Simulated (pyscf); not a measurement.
PySCF, gas phase, ωB97X-D3(BJ)/def2-SVP geometries.

Q: What is the homolytic dissociation enthalpy (298 K, ωB97M-D3(BJ)/def2-TZVP) of the H–N bond of `[BH]1[NH][BH][NH][BH][NH]1`, to cyclic H₅B₃N₃ (SMILES B1[N]BNBN1) [doublet] + H•?

A: H–N to cyclic H₅B₃N₃ (SMILES B1[N]BNBN1) [doublet] + H•: 118.1 kcal/mol. The 7 functionals that were run give +111.8 (r²SCAN) to +118.1 kcal/mol (ωB97M-D3(BJ)/def2-TZVP). The radicals are drawn with the spin at the cut bond; how far it spreads was not checked. Other isomers of cyclic H₅B₃N₃ (SMILES B1[N]BNBN1) [doublet] were not searched in full and may lie lower.
